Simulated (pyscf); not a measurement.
## Hydrogen abstraction: HO–Ga(OH)–F + H• → •O–Ga(OH)–F + H₂

Gas phase, doublet surface, charge 0. Bonds broken: O1–H5. Bonds formed: H5–H7. Single points on ωB97X-D3(BJ)/def2-SVP structures (PySCF, gas phase).

Transition state (Å):

```xyz
7

O     -1.3060    -0.8519     0.6075
Ga     0.0476    -0.0058    -0.2202
O      1.2953     0.8599     0.6786
F      0.1528    -0.0272    -1.9573
H     -2.0817    -1.3872    -0.4362
H      1.1809     0.8416     1.6358
H     -2.2586    -1.5256    -1.2320
```

One imaginary mode, 821i cm⁻¹; descent along it reached the two sides named.

```
bond   change  reactant side (Å)  saddle  product side
-----  ------  -----------------  ------  ------------
O1–H5  breaks              0.965   1.406         2.472
H5–H7   forms                2.7   0.827         0.761
```

Electronic energies relative to the separated reactants (kcal/mol):

```csv
level,barrier,reaction energy,reverse barrier
ωB97X-D3(BJ)/def2-TZVP,17.7,+15.4,2.3
PBE/def2-TZVP,13.2,+17.7,-4.5
r²SCAN/def2-TZVP,12.4,+13.7,-1.3
B3LYP-D3(BJ)/def2-TZVP,12.3,+12.3,0.0
PBE0-D3(BJ)/def2-TZVP,16.9,+17.1,-0.2
M06-2X/def2-TZVP,21.2,+17.3,3.8
ωB97M-D3(BJ)/def2-TZVP,18.5,+15.9,2.6
HF/def2-TZVP,23.0,+5.7,17.3
```

With ωB97M-D3(BJ)/def2-TZVP energies and thermal terms (ideal gas, 1 atm, RRHO with modes under 100 cm⁻¹ raised to 100, one conformer, R ln 2 for chiral ones without a mode under 150 cm⁻¹), in kcal/mol:

```tsv
T (K)	ΔH‡	ΔG‡	ΔH	ΔG
298	16.6	23.0	+15.2	+14.0
600	16.3	29.6	+15.0	+12.8
900	16.1	36.3	+14.5	+11.8
1200	15.9	43.1	+14.0	+11.0
```

At PBE, r²SCAN, PBE0-D3(BJ) this geometry lies under the product side: in single points on another level's saddle the reverse barrier vanishes, and the forward threshold there is about the reaction energy. One saddle was located; it need not be the lowest between these sides. The angle at the transferred H is 154°. Elements up to Kr have no core potential and no relativistic terms here.
